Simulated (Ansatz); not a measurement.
The inner images of a band of H + H6N2Si (10 atoms, charge 0, multiplicity 2) are given out of order.

Level of theory: UKS revPBE/6-31G* in Ansatz 0.2.0.

Image 0:

```xyz
10
Properties=species:S:1:pos:R:3
Si 0.113 -0.050 -0.256
H 0.051 -0.048 1.253
N 1.676 -0.048 -1.033
H 2.367 -0.751 -0.767
H 2.124 0.851 -1.215
H -0.499 1.246 -0.733
N -0.670 -1.554 -0.671
H -1.406 -1.903 -0.056
H -0.894 -1.746 -1.649
H -0.471 -0.126 4.679
```

Image 6:

```xyz
10
Properties=species:S:1:pos:R:3
Si 0.133 -0.060 -0.384
H -0.243 0.004 3.275
N 1.677 -0.056 -1.228
H 2.332 -0.817 -1.036
H 2.179 0.831 -1.308
H -0.503 1.239 -0.867
N -0.630 -1.573 -0.833
H -1.396 -1.922 -0.257
H -0.788 -1.787 -1.822
H -0.371 0.014 4.012
```

Question: Put them in order from the first end to the last, with their energies above the first end.
A.
```xyz
10
Properties=species:S:1:pos:R:3
Si 0.106 0.022 -0.356
H -0.210 -0.089 2.920
N 1.677 -0.041 -1.145
H 2.322 -0.783 -0.864
H 2.184 0.838 -1.268
H -0.520 1.270 -0.970
N -0.644 -1.526 -0.685
H -1.411 -1.832 -0.086
H -0.798 -1.822 -1.653
H -0.317 -0.168 3.658
```
B.
```xyz
10
Properties=species:S:1:pos:R:3
Si 0.102 0.009 -0.256
H -0.164 -0.115 2.507
N 1.676 -0.022 -1.042
H 2.317 -0.774 -0.776
H 2.183 0.864 -1.107
H -0.526 1.273 -0.831
N -0.666 -1.522 -0.623
H -1.378 -1.872 0.017
H -0.884 -1.775 -1.590
H -0.270 -0.197 3.249
```
C.
```xyz
10
Properties=species:S:1:pos:R:3
Si 0.088 -0.044 -0.073
H 0.013 -0.084 1.470
N 1.650 -0.021 -0.849
H 2.323 -0.760 -0.636
H 2.122 0.876 -0.969
H -0.528 1.266 -0.506
N -0.693 -1.539 -0.515
H -1.408 -1.914 0.107
H -0.923 -1.722 -1.493
H -0.254 -0.186 3.016
```
D.
```xyz
10
Properties=species:S:1:pos:R:3
Si 0.101 -0.025 -0.151
H -0.109 -0.125 2.079
N 1.674 -0.017 -0.929
H 2.331 -0.758 -0.673
H 2.156 0.883 -0.980
H -0.528 1.277 -0.623
N -0.685 -1.532 -0.567
H -1.388 -1.901 0.074
H -0.929 -1.744 -1.537
H -0.235 -0.188 2.857
```
E.
```xyz
10
Properties=species:S:1:pos:R:3
Si 0.097 -0.043 -0.169
H 0.028 -0.039 1.340
N 1.664 -0.039 -0.938
H 2.351 -0.746 -0.670
H 2.117 0.860 -1.104
H -0.514 1.253 -0.648
N -0.685 -1.548 -0.584
H -1.417 -1.897 0.036
H -0.912 -1.742 -1.560
H -0.340 -0.189 3.848
```

Answer: E (+0.009 eV), C (+0.051 eV), D (-0.491 eV), B (-0.651 eV), A (-0.692 eV).

Run time: 3.1 min on 1 thread of Arm Neoverse V2, on a shared host, peak memory 0.14 GiB.
